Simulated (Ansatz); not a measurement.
## A geometry optimisation of AlBClH4− with PBE-D3(BJ)/def2-SVPD

The starting geometry of this gas-phase singlet is a saddle point at PBE-D3(BJ)/def2-SVPD, pushed by 0.25 Å along its imaginary mode.

```xyz
7

Al    2.4950    0.2923    0.3504
B     1.3523    0.6002   -1.3535
Cl    3.0046   -1.7242    1.2519
H     2.1256    0.2177   -2.2955
H     1.1353    1.8327   -1.4214
H     0.2859   -0.1002   -1.3513
H     3.3893    1.2785    1.3405
```

Task: Where would you expect an optimisation with PBE-D3(BJ)/def2-SVPD to take it?

Result: It keeps its bonds.

The energy falls by 0.03 eV over 20 steps:

| step | E − E(last) (eV) |
| --- | --- |
| 1 | 0.032 |
| 3 | 0.007 |
| 5 | 0.006 |
| 7 | 0.003 |
| 9 | 0.001 |
| 12 | 0.000 |
| 14 | 0.000 |
| 16 | 0.000 |
| 18 | 0.000 |
| 20 | 0.000 |

Final geometry (Å):

```xyz
7

Al    2.5078    0.2401    0.3272
B     1.3207    0.5872   -1.3436
Cl    2.7544   -1.6716    1.5158
H     2.2159    0.5674   -2.2172
H     0.8864    1.7456   -1.2393
H     0.4495   -0.2592   -1.5582
H     3.6534    1.1876    1.0365
```

Frequencies at the end are all real (lowest 35 cm⁻¹). Run with Ansatz 0.2.0, 23 s on 2 threads of Intel(R) Xeon(R) Platinum 8375C CPU @ 2.90GHz (Ice Lake), with other jobs on the host.
